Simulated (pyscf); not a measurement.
Single points on ωB97X-D3(BJ)/def2-SVP structures (PySCF, gas phase).

SMILES: N[Si](F)(N)N
```xyz
11

N      0.0673     0.3593     1.4207
Si     0.0579     0.6363    -0.2771
N      0.3912     2.1704    -0.9810
N     -1.4988     0.1924    -0.8188
F      1.3236    -0.2646    -0.7892
H      0.9416     0.2042     1.9093
H     -0.6357     0.7687     2.0244
H     -0.2281     2.9601    -0.8422
H      1.3508     2.4653    -1.1216
H     -1.9727    -0.6141    -0.4295
H     -1.7961     0.4007    -1.7648
```
Charge 0, spin multiplicity 1.

Q: List the bond dissociation enthalpies at 298 K of H₂N–Si(NH₂)(NH₂)–F (SMILES N[Si](N)(N)F) from ωB97M-D3(BJ)/def2-TZVP, from the weakest bond up.

A: H–N to •HN–Si(NH₂)(NH₂)–F + H•: 4.80 eV; N–Si to NH₂• + H₂N–Si•(NH₂)–F: 5.06 eV; F–Si to H₂N–Si•(NH₂)–NH₂ + F•: 7.14 eV. Ring and multiple bonds, and those that leave no two simple radicals, are not listed. Other isomers of H₂N–Si•(NH₂)–F, •HN–Si(NH₂)(NH₂)–F, H₂N–Si•(NH₂)–NH₂ were not searched in full and may lie lower. Left out: the spin-orbit lowering of F.
